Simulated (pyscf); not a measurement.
PySCF, gas phase, ωB97X-D3(BJ)/def2-SVP geometries.

Q: List the bond dissociation enthalpies at 298 K of Cl–TaH(Cl)(Cl)–Cl (SMILES [Cl][TaH]([Cl])([Cl])[Cl]) from ωB97M-D3(BJ)/def2-TZVP, from the weakest bond up.

A: H–Ta to [Cl–Ta(Cl)(Cl)–Cl]• + H•: 55.6 kcal/mol; Cl–Ta to Cl• + [Cl–TaH(Cl)–Cl]•: 88.6 kcal/mol. Ring and multiple bonds, and those that leave no two simple radicals, are not listed. The radicals are drawn with the spin at the cut bond; how far it spreads was not checked. Left out: the spin-orbit lowering of Cl. Open-shell species with a d-block atom are single-reference here; other states, and whether the spin sits on metal or ligand, were not checked. Elements past Kr carry the def2 core potentials, without spin-orbit coupling.
